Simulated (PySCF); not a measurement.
Gas-phase reaction: 3 (CH3)3SiH + 2 CH → 3 H3SiCCH + 5 CH4

Energies from PySCF (xtb for GFN2), thermal terms from the rigid-rotor harmonic-oscillator model, ideal gas at 1 bar. † marks an energy on the PBE0/def2-TZVP geometry and frequencies; other levels use their own. 6-31G* has spherical d functions here. Open shells (unrestricted): CH (multiplicity 2, electronic degeneracy 4); the rest are closed-shell singlets. GFN2 has no spin-polarisation term. Spin-orbit splitting is ignored; it lowers the true energy and changes the entropy of CH. B3LYP is the form with VWN-RPA correlation. The harmonic model lacks anharmonicity and excited electronic states, which grow with temperature; levels with a mode under 35 cm⁻¹ are left out. Internal rotation in (CH3)3SiH is treated as a harmonic vibration of one conformer, which makes the entropy rough. Warning, spin contamination: CH (M06-2X/def2-TZVP†, PBE/def2-SVP, PBE/def2-TZVP†, PBE0/def2-SVP†, PBE0/def2-TZVP, r2SCAN/def2-TZVP†).

```tsv
level	ΔE electronic, kJ	ΔH°(298 K), kJ	ΔS°(298 K), J/K	ΔG°(2500 K), kJ
B3LYP/6-31G*	-413	-442	373	-1232
GFN2-xTB	-839	-878	358	-1657
M06-2X/def2-TZVP†	-364	-393	375	-1184
PBE/def2-SVP	-390	-419	373	-1203
PBE/def2-TZVP†	-402	-431	375	-1222
PBE0/def2-SVP†	-312	-341	375	-1132
PBE0/def2-TZVP	-326	-355	375	-1146
r2SCAN/def2-TZVP†	-339	-368	375	-1159
```
ΔH° is lowest at GFN2-xTB and highest at PBE0/def2-SVP†. No reference value is set beside these.
